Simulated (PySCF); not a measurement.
Gas-phase reaction: SiCl3 + 3 SiH2Cl → 2 H3SiSiCl3

Method: PySCF energies plus ideal-gas RRHO corrections (1 bar). † marks an energy on the PBE0/def2-TZVP geometry and frequencies; other levels use their own. MP2 and CCSD(T) freeze the core. 6-31G* has spherical d functions here. Open shells (unrestricted): SiCl3 (multiplicity 2), SiH2Cl (multiplicity 2); the rest are closed-shell singlets. B3LYP is the form with VWN-RPA correlation. SiH2Cl, H3SiSiCl3: computed as isolated molecules; such fragments, hydroxides, amides, oligomers or adducts are transient or little studied in the gas. MP2 isn't extrapolated to the basis-set limit; its ΔH°(298 K) is -635.4 kJ in def2-SVP and -658.8 kJ in def2-TZVPP. CCSD(T) isn't extrapolated to the basis-set limit. The harmonic model lacks anharmonicity and excited electronic states, which grow with temperature; levels with a mode under 35 cm⁻¹ are left out. Internal rotation in H3SiSiCl3 is treated as a harmonic vibration of one conformer, which makes the entropy rough.

| level | ΔE electronic, kJ | ΔH°(298 K), kJ | ΔS°(298 K), J/K | ΔG°(2000 K), kJ |
|---|---|---|---|---|
| B3LYP/6-31G* | -612 | -595 | -359 | 65 |
| CCSD(T)/def2-SVP† | -644 | -628 | -353 | 20 |
| MP2/def2-TZVPP† | -675 | -659 | -353 | -11 |
| r2SCAN/def2-TZVP† | -621 | -605 | -353 | 43 |
| ωB97M-V/def2-TZVP† | -687 | -671 | -353 | -23 |
| ωB97X-V/def2-TZVP† | -691 | -675 | -353 | -27 |
ΔH° is lowest at ωB97X-V/def2-TZVP† and highest at B3LYP/6-31G*. No reference value is set beside these.
